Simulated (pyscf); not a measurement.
H₃C–O–SiH₃ (SMILES CO[SiH3]) + H• (SMILES [H]) → H₃C–OH (SMILES CO) + SiH₃• (SMILES [SiH3]), a substitution at O (doublet surface; O–Si broken, H–O formed). Optimised with ωB97X-D3(BJ)/def2-SVP in PySCF. Correlated levels are frozen-core, on RHF or UHF. ΔMP2 is the change of the MP2 total energy from the triple- to the quadruple-zeta basis. Energies in kcal/mol from the separated reactants.

Small-basis levels: PySCF, no dispersion term, spherical d functions. AM1 to PM7: differences of heats of formation from MOPAC, which are fitted to 298 K values and so differ in kind from electronic energies by zero-point and thermal terms. Open shells are spin-unrestricted. 

```json
[
 {"level": "HF/STO-3G", "barrier": "…", "reaction energy": "-3.7"},
 {"level": "HF/3-21G", "barrier": "38.5", "reaction energy": "+5.2"},
 {"level": "BP86/6-31G*", "barrier": "14.3", "reaction energy": "-2.0"},
 {"level": "B3LYP/STO-3G", "barrier": "11.8", "reaction energy": "-3.4"},
 {"level": "B3LYP/3-21G", "barrier": "…", "reaction energy": "-0.3"},
 {"level": "B3LYP/6-31G*", "barrier": "22.3", "reaction energy": "+1.0"},
 {"level": "PM3", "barrier": "-7.0", "reaction energy": "-0.8"},
 {"level": "PM6", "barrier": "-6.5", "reaction energy": "+9.2"},
 {"level": "PM7", "barrier": "-13.9", "reaction energy": "-6.3"},
 {"level": "CCSD(T)/def2-TZVPP + ΔMP2(QZVPP)", "barrier": "…", "reaction energy": "+2.7"}
]
```

### Question
Some entries are withheld; supply them.

### Answer

- HF/STO-3G, barrier: 47.3
- B3LYP/3-21G, barrier: 8.1
- CCSD(T)/def2-TZVPP + ΔMP2(QZVPP), barrier: 24.8

Against the last row the barrier runs from -38.7 (PM7) to +22.5 kcal/mol (HF/STO-3G); B3LYP/6-31G* happens to lie closest here (2.5 kcal/mol apart). At PM3, PM6, PM7 this geometry lies under one side, so the entry may be no barrier of that level: it is a single point on another level's saddle. CCSD(T)/def2-TZVPP + ΔMP2(QZVPP) has limits of its own. The same reactants have a lower exit, to H₃C–O–SiH₂• + H₂ (barrier +4.8 kcal/mol at ωB97M-D3(BJ)/def2-TZVP, against +25.1 kcal/mol here). H₃C–O–SiH₃ lies 23.7 kcal/mol over its isomer H₃C–SiH₂–OH (electronic energy, ωB97M-D3(BJ)/def2-TZVP). One saddle was located; it need not be the lowest between these sides. The angle at the attacked O is 128°. The CCSD(T) − MP2 part came from Ansatz, without density fitting, on the same reference.
